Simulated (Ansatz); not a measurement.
Reaction: C3H4S (prop-2-yne-1-thiol, SMILES SCC#C) → C3H3 (SMILES [CH2]C#C, doublet) + HS (SMILES [SH], doublet) (the C-S bond breaks)
Each species at its own B3LYP-D3(BJ)/def2-TZVP minimum (Ansatz, a first-principles code), one conformer.

Property: bond dissociation energy (electronic), in kcal/mol. Open shells are spin-unrestricted; no spin-orbit coupling. CBS(X,Y): correlation extrapolated as X^-3, Hartree-Fock from the larger set. A bracket is a step between two methods taken in the basis named. Functionals run without relativity, which enters their misses. Double hybrids freeze cores in their MP2 part. 'core' is core correlation in cc-pwCVTZ (1s frozen past Ne), 'X2C' scalar relativity in cc-pVTZ-DK, both at CCSD(T). The UHF reference of C3H3 (C#C[CH2], doublet) is spin-contaminated (<S^2> up to 0.21 over the pure value in the sets run).

CCSD(T)/CBS(cc-pV(T+d)Z,cc-pV(Q+d)Z) + [CCSDT(Q) - CCSD(T)]/cc-pV(D+d)Z + core + X2C (Ansatz) gives 65.7 kcal/mol.

Task: How far off this value is PBE/def2-TZVPD (Ansatz), in which direction, and which of these levels come nearer: r2SCAN/def2-TZVPD, B3LYP/def2-TZVPD, PBE0/def2-TZVPD, B2PLYP/def2-TZVPD, CCSD(T)/CBS(cc-pV(T+d)Z,cc-pV(Q+d)Z) + core + X2C?

Result: PBE gives 61.6 kcal/mol, 4.1 kcal/mol below it. Differences of the others: r2SCAN/def2-TZVPD (Ansatz) -8.9; B3LYP/def2-TZVPD (Ansatz) -9.8; PBE0/def2-TZVPD (Ansatz) -4.9; B2PLYP/def2-TZVPD (Ansatz) -4.7; CCSD(T)/CBS(cc-pV(T+d)Z,cc-pV(Q+d)Z) + core + X2C (Ansatz) 0.4 kcal/mol. Nearer than PBE: CCSD(T)/CBS(cc-pV(T+d)Z,cc-pV(Q+d)Z) + core + X2C.
